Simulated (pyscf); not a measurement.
H₃C–BH–F -> B–F [singlet] + methane (CH₄) (1,1-elimination; singlet surface; B–C, B–H broken, C–H formed). PySCF, gas phase, ωB97X-D3(BJ)/def2-SVP geometries. Correlated levels are frozen-core, on RHF or UHF. ΔMP2 is the change of the MP2 total energy from the triple- to the quadruple-zeta basis. Energies in eV from the reactant's lowest minimum found.

```json
[
 {"level": "ωB97X-D3(BJ)/def2-TZVP", "barrier": "4.63", "reaction energy": "+2.32"},
 {"level": "r²SCAN/def2-TZVP", "barrier": "4.35", "reaction energy": "+2.44"},
 {"level": "B3LYP-D3(BJ)/def2-TZVP", "barrier": "4.44", "reaction energy": "+2.29"},
 {"level": "M06-2X/def2-TZVP", "barrier": "4.55", "reaction energy": "+2.29"},
 {"level": "ωB97M-D3(BJ)/def2-TZVP", "barrier": "4.50", "reaction energy": "+2.17"},
 {"level": "CCSD(T)/def2-TZVPP", "barrier": "4.51", "reaction energy": "+2.09"},
 {"level": "CCSD(T)/def2-TZVPP + ΔMP2(QZVPP)", "barrier": "4.50", "reaction energy": "+2.10"}
]
```

Of the functionals in the table, ωB97M-D3(BJ) is closest to CCSD(T)/def2-TZVPP + ΔMP2(QZVPP) in the barrier (0.00 eV apart) and r²SCAN least close (0.15 eV); that level has limits of its own. This is the saddle that the search found; another between the same sides may lie lower. The CCSD(T) − MP2 part came from Ansatz, without density fitting, on the same reference.
